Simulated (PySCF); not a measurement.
Gas-phase reaction: 3 H₃SiSiCl₃ + SiH₄ = 3 SiHCl₃ + 2 Si₂H₅

Energies from PySCF, thermal terms from the rigid-rotor harmonic-oscillator model, ideal gas at 1 bar. † marks an energy on the PBE0/def2-TZVP geometry and frequencies; other levels use their own. MP2 and CCSD(T) freeze the core. 6-31G* has spherical d functions here. Open shells (unrestricted): Si₂H₅ (multiplicity 2); the rest are closed-shell singlets. H₃SiSiCl₃, Si₂H₅: computed as isolated molecules; such fragments, hydroxides, amides, oligomers or adducts are transient or little studied in the gas. MP2 isn't extrapolated to the basis-set limit; its ΔH°(298 K) is 279.6 kJ in def2-SVP and 299.1 kJ in def2-TZVPP. CCSD(T) isn't extrapolated to the basis-set limit. The harmonic model lacks anharmonicity and excited electronic states, which grow with temperature; levels with a mode under 35 cm⁻¹ are left out. Internal rotation in H₃SiSiCl₃, Si₂H₅ is treated as a harmonic vibration of one conformer, which makes the entropy rough.

```
level              ΔE electronic, kJ  ΔH°(298 K), kJ  ΔS°(298 K), J/K  ΔG°(1000 K), kJ
-----------------  -----------------  --------------  ---------------  ---------------
CCSD(T)/def2-SVP†                284             276              193               90
HF/6-31G*                        218             210              201               16
MP2/def2-SVP†                    287             280              193               94
MP2/def2-TZVPP†                  307             299              193              113
LDA/def2-TZVP†                   338             330              193              145
```
ΔH° is lowest at HF/6-31G* and highest at LDA/def2-TZVP†. No reference value is set beside these.
